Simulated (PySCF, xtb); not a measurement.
hydrogen sulfide cation (H2S), SMILES S (connectivity only; charge and spin as stated), charge +1, multiplicity 2.

Harmonic wavenumbers (cm⁻¹) from GFN2-xTB run with xtb 6.7.1 at its own minimum, in rising order: 1057, 2241, 2242.

Problem. What does PBE0-D3(BJ)/def2-TZVPD (PySCF) give at its own minimum? (An estimate is asked for; the answer gives what the named calculation found.)

Solution. 1180, 2592, 2595. Paired by order, the mean absolute difference is 275 cm⁻¹ and the zero-point energies are 7.9 and 9.1 kcal/mol.
